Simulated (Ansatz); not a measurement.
# AlPH (doublet): the correlation ladder, cc-pVDZ

How much of the correlation energy of AlPH (doublet) does each wave-function method recover here?

Method: cc-pVDZ, core rule «outside noble gas», up to 10 orbitals frozen; program: Ansatz 0.2.0, Gaussian basis.

To be run: UHF; CCSD(T) on ROHF; CCSD(T) on UHF; BCCD(T) on ROHF; CISD; CCSDT(Q) on ROHF; CCSDT(Q) on UHF; CCSDTQ on ROHF; CCSDTQ on UHF.

15 further runs of the same task are left out: 10 for a known fault of the program, 5 set aside as unsound or not needed.

## 1. The geometry

The geometry is a PBE0/def2-TZVP stationary point (not a proven minimum) of the parent state, kept for this charge and spin.

3 atoms, charge 0, spin multiplicity 2.

Atoms are counted from 1 here; the program's logs count them from 0.

Bond lengths: Al1–P2 2.386 Å, Al1–H3 1.614 Å. Angles: P2–Al1–H3 114.3°.

Geometry (Å):

```xyz
3
charge 0, multiplicity 2
Al    0.00000   -0.10770    1.23771
P     0.00000    0.05101   -1.14324
H     0.00000    1.31542    1.99910
```

## 2. UHF

Input file in.yaml:

```yaml
crystal:
  periodic: [false, false, false]
  atoms:
    - {symbol: Al, position_ang: [0.000000, -0.107696, 1.237712]}
    - {symbol: P, position_ang: [0.000000, 0.051009, -1.143237]}
    - {symbol: H, position_ang: [0.000000, 1.315423, 1.999097]}
basis:
  gaussian: {orbitals: cc-pVDZ}
magnetization: {spin_polarized: true, initial_magnetization: 1}
hamiltonian: {xc: hf}
output: {orbitals: {seedname: orbitals}}
```

Launch:

```sh
ansatz run in.yaml --threads 1 --pin off --events-out ev --progress --plain --max-ram 4096MiB --backend cpu
```

Further steps of the session: CCSD(T) on ROHF; CCSD(T) on UHF; BCCD(T) on ROHF; CISD; CCSDT(Q) on ROHF; CCSDT(Q) on UHF; CCSDTQ on ROHF; CCSDTQ on UHF.

**Question.** What will the summary of the whole plan be? Wanted: UCCSDTQ below the RHF energy; RMP2 from UCCSDTQ; UMP2 from UCCSDTQ; RCCSD from UCCSDTQ; RCCSD(T) from UCCSDTQ; UCCSD(T) from UCCSDTQ; RCCSDT(Q) from UCCSDTQ; UCCSDT(Q) from UCCSDTQ; T1 diagnostic.

As calculated:

| quantity | value |
| --- | --- |
| UCCSDTQ below the RHF energy | -5.7809 eV |
| RMP2 from UCCSDTQ | +1432.6 meV |
| UMP2 from UCCSDTQ | +1195.3 meV |
| RCCSD from UCCSDTQ | +365.1 meV |
| RCCSD(T) from UCCSDTQ | +81.4 meV |
| UCCSD(T) from UCCSDTQ | +117.3 meV |
| RCCSDT(Q) from UCCSDTQ | -1.3 meV |
| UCCSDT(Q) from UCCSDTQ | +3.4 meV |
| levels within 1 kcal/mol (43 meV) | RCCSDT, UCCSDT, RCCSDT(Q), UCCSDT(Q), RCCSDTQ |
| T1 diagnostic | 0.109 |

What this shows: RCCSD(T) misses by +81.4 meV, 1.4 % of the correlation energy. CCSD(T) misses by +81.4 meV on the restricted determinant and by +117.3 meV on the unrestricted one; the two need not hold the same state or core. These misses are within one basis, not against nature; the frozen cores of restricted and unrestricted runs differ, which can shift their rows.
